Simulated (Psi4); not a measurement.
Process, species as SMILES: C=CF + 3 [H][H] (H2) → 2 C (CH4) + F (HF)
B3LYP-D3(BJ)/def2-TZVP geometries, fixed; electronic energies without zero-point terms.

Effect of the integral screening threshold at MP2/cc-pVTZ with Psi4, against the last row, where the energy of full hydrogenation is -81.62 kcal/mol. Cores are frozen.

```
setting                largest shift of a total energy (mEh)  shift of the energy of full hydrogenation (kcal/mol)
---------------------  -------------------------------------  ----------------------------------------------------
ints_tolerance: 1e-6                                   0.002                                                -0.002
ints_tolerance: 1e-8                                   0.000                                                 0.000
ints_tolerance: 1e-10                                  0.000                                                 0.000
ints_tolerance: 1e-14                                  0.000                                                 0.000
```

Within 0.02 kcal/mol in the energy of full hydrogenation: ints_tolerance: 1e-6; ints_tolerance: 1e-8; ints_tolerance: 1e-10. The largest shift is 0.002 mEh in a total energy and 0.002 kcal/mol in the difference.
